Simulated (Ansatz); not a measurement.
How far each method lies from UCCSDT(Q) for [NH₂···H···Cl], doublet

Geometry: a point of a hydrogen-transfer path between rigid fragments, not a stationary point.

```xyz
5

N    -2.0513   -0.0109   -0.0169
H    -2.3486    0.9570   -0.0169
H    -2.3486   -0.4132    0.8634
H    -0.4843   -0.0109   -0.0169
Cl    0.9577   -0.0109   -0.0169
```

Basis cc-pVDZ; Ansatz 0.2.0. Correlated methods freeze the noble-gas cores, which leaves 15 electrons in 41 orbitals. Prefix R: restricted or restricted open-shell reference; prefix U: unrestricted. Active spaces: valence = (15e, 11o) chosen from the atoms' valence shells; pair = (3e, 3o) about the gap.

Full CI isn't at hand for all of this; UCCSDT(Q) serves as the reference, and is uncertain by about the last step of the cluster series. The frozen core follows each run's orbitals, which can shift R against U totals by a few meV.

For open shells CISD is restricted-active-space CI with the open shells as a complete middle space.

```
UHF ⟨S²⟩                          : 0.761
T1 diagnostic (RCCSD)             : 0.0183
largest doubles amplitude (RCCSD) : 0.036
T1 diagnostic (UCCSD)             : 0.0128
```

| level | E − E(UCCSDT(Q)) (mEh) | share of correlation (%) | wall time |
| --- | --- | --- | --- |
| RHF | 344.54 | 0.00 | – |
| UHF | 340.05 | 1.30 | – |
| RMP2 | 41.11 | 88.07 | – |
| UMP2 | 41.16 | 88.05 | – |
| CISD | 36.56 | 89.39 | 3.6 s |
| RCCSD | 7.72 | 97.76 | – |
| UCCSD | 7.62 | 97.79 | – |
| RCCSD(T) | 1.32 | 99.62 | 2.4 s |
| UCCSD(T) | 1.29 | 99.62 | 2.2 s |
| BCCD(T) | 1.28 | 99.63 | 2.4 s |
| RCCSDT | 0.61 | 99.82 | – |
| UCCSDT | 0.59 | 99.83 | – |
| RCCSDT(Q) | 0.03 | 99.99 | 45 s |
| CASSCF (pair space) | 325.28 | 5.59 | – |
| MRCISD (pair space) | 33.15 | 90.38 | – |
| MRCISD+Q (pair space) | 3.42 | 99.01 | 2.1 s |
| CASSCF (valence space) | 272.26 | 20.98 | – |
| NEVPT2 (valence space) | 63.89 | 81.46 | 6 s |

The correlation energy at UCCSDT(Q), counted from RHF, is -9.375 eV. That run took 35 s on 1 thread of Intel Xeon 6975P-C, shared host.

Times hold each run's SCF and search for its determinant on a shared host, so for small cases they say little of a method's own cost; they ran on 1 thread of Intel Xeon 6975P-C.

Natural occupations of CASSCF (valence space) about the gap: 1.998 1.986 1.976 1.975 1.000 0.024 0.024 0.016; effectively unpaired electrons, Σ n²(2−n)², 1.01.
